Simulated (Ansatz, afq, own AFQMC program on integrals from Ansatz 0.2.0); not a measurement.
BGeH, triplet: AFQMC among the cluster methods

```yaml
atoms:
  - { symbol: Ge, position_ang: [0.0000, 0.0000, 1.8535] }
  - { symbol: B, position_ang: [0.0000, 0.0000, -0.3325] }
  - { symbol: H, position_ang: [0.0000, 0.0000, -1.5210] }
```

Connectivity, by distances: Ge–BH.

Basis cc-pVDZ. Noble-gas cores (and the filled d shells of Ga–Kr and In–Xe) are frozen. Integrals, coupled cluster, full CI and functionals: Ansatz 0.2.0; the random walks run on the same integrals in our own AFQMC program. ph-AFQMC/CISD is guided by a CISD state made of CCSD amplitudes; releasing the constraint for a short imaginary time cuts its bias at the price of noise, slowly where states lie close. ± is one standard error of the sampling. No spin–orbit coupling.

Determinant: UHF, the one that the program's search chose, which needn't be the lowest solution. The geometry is a point of a scan.

No full CI on the walks' own integrals is used here; CCSDT(Q) serves as the reference and is uncertain by about the last step of the cluster series.

Cautions: no relativity below Rb; no spin-orbit coupling; inner d shell frozen; lower spins were not checked.

```
T1 diagnostic                               : 0.0292
weight of the determinant in the CISD state : 0.871
⟨S²⟩ of the determinant                     : 2.018
size of the correlated space                : 8 electrons in 31 orbitals
```

Reference: CCSDT(Q), correlation energy -4.583 eV. The released energy is read at 2.40 1/Eh (meV from the phaseless value at times in 1/Eh: 11 ± 12 at 0.24, 6 ± 10 at 0.51, -6 ± 12 at 0.99, -15 ± 10 at 1.62, -19 ± 14 at 2.40).

```json
{"level": "HF", "E − E(reference) (kJ/mol)": "442.1", "share of correlation (%)": "0.00"}
{"level": "MP2", "E − E(reference) (kJ/mol)": "106.0", "share of correlation (%)": "76.03"}
{"level": "CCSD", "E − E(reference) (kJ/mol)": "24.1", "share of correlation (%)": "94.54"}
{"level": "CCSD(T)", "E − E(reference) (kJ/mol)": "5.7", "share of correlation (%)": "98.70"}
{"level": "CCSDT", "E − E(reference) (kJ/mol)": "1.5", "share of correlation (%)": "99.67"}
{"level": "ph-AFQMC/CISD", "E − E(reference) (kJ/mol)": "2.7 ± 1.2", "share of correlation (%)": "99.39"}
{"level": "released AFQMC", "E − E(reference) (kJ/mol)": "0.9 ± 1.4", "share of correlation (%)": "99.79"}
```

A walk keeps the symmetry of its determinant, which the program's search chose and which needn't be the lowest solution, so a lower state of the same spin and another symmetry isn't excluded. Released energies are given only where the last usable release times agree within the noise; a slower fall can still hide under it.
